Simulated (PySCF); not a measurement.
Molfile (atoms numbered from 1):
```
C4H8
     RDKit          3D

 12 12  0  0  0  0  0  0  0  0999 V2000
    1.4092   -0.0320    0.4705 C   0  0  0  0  0  0  0  0  0  0  0  0
    0.2333   -0.1721   -0.4587 C   0  0  0  0  0  0  0  0  0  0  0  0
   -1.0922   -0.6506    0.0558 C   0  0  0  0  0  0  0  0  0  0  0  0
   -0.9232    0.7795   -0.3709 C   0  0  0  0  0  0  0  0  0  0  0  0
    1.9477   -0.9868    0.5851 H   0  0  0  0  0  0  0  0  0  0  0  0
    1.0837    0.2883    1.4731 H   0  0  0  0  0  0  0  0  0  0  0  0
    2.1280    0.7166    0.1001 H   0  0  0  0  0  0  0  0  0  0  0  0
    0.4939   -0.5070   -1.4693 H   0  0  0  0  0  0  0  0  0  0  0  0
   -1.6913   -1.3125   -0.5757 H   0  0  0  0  0  0  0  0  0  0  0  0
   -1.1778   -0.8596    1.1266 H   0  0  0  0  0  0  0  0  0  0  0  0
   -1.4060    1.1080   -1.2955 H   0  0  0  0  0  0  0  0  0  0  0  0
   -0.8898    1.5455    0.4099 H   0  0  0  0  0  0  0  0  0  0  0  0
  1  2  1  0
  2  3  1  0
  3  4  1  0
  4  2  1  0
  1  5  1  0
  1  6  1  0
  1  7  1  0
  2  8  1  0
  3  9  1  0
  3 10  1  0
  4 11  1  0
  4 12  1  0
M  END
```

Geometry: PBE0-D3(BJ)/def2-SVP; GIAO absolute shieldings from PySCF 2.14, gas phase, non-relativistic, averaged over equivalent atoms.

At B97-2/pcSseg-2 (256 basis functions, 26 s wall time on 1 thread of an Arm Neoverse V1, shared host):
```tsv
atoms	σ (ppm)
C1	161.5
C2	175.5
C3/C4	176.0
H5/H6/H7	30.34
H8	30.75
H9/H11	30.92
H10/H12	31.38
```

Q: Estimate the result of repeating the calculation with KT3/pcSseg-2.

A: 
```json
{"atoms": "C1", "σ at KT3/pcSseg-2": "158.7", "change": "-2.8"}
{"atoms": "C2", "σ at KT3/pcSseg-2": "173.1", "change": "-2.4"}
{"atoms": "C3/C4", "σ at KT3/pcSseg-2": "174.1", "change": "-1.9"}
{"atoms": "H5/H6/H7", "σ at KT3/pcSseg-2": "30.30", "change": "-0.04"}
{"atoms": "H8", "σ at KT3/pcSseg-2": "30.70", "change": "-0.05"}
{"atoms": "H9/H11", "σ at KT3/pcSseg-2": "30.90", "change": "-0.02"}
{"atoms": "H10/H12", "σ at KT3/pcSseg-2": "31.41", "change": "+0.03"}
```

The largest change is at C1 (methyl carbon). Cost: 256 basis functions, 30 s wall time on 1 thread of an x86-64 server CPU, shared host. The order of the carbon signals is the same at both levels.
